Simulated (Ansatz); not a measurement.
Ansatz (a quantum-chemistry and plane-wave program) input (MP2/6-311+G**): The .json file is the Basis Set Exchange's 6-311+G**.

Ansatz 0.2 input:
```yaml
crystal:
  periodic: [false, false, false]
  atoms:
    - {symbol: C, position_ang: [0.00521638, -0.17027709, -0.33328643]}
    - {symbol: C, position_ang: [-0.01052946, 0.18692732, 0.99931659]}
    - {symbol: F, position_ang: [1.10857734, -0.14681244, -1.04645536]}
    - {symbol: F, position_ang: [-1.08739666, -0.18149448, -1.06310615]}
    - {symbol: N, position_ang: [-0.02267823, 0.40783727, 2.14141037]}
basis:
  gaussian:
    orbitals: 6-311+G__.json
magnetization: {spin_polarized: true, initial_magnetization: 1}
correlation: {method: mp2, electrons: outside_noble_gas}
```

Task: Predict the final energy.

Result: -329.86924 Eh.

The determinant is spin-contaminated: <S^2> is 0.97 against 0.75 for a pure state.
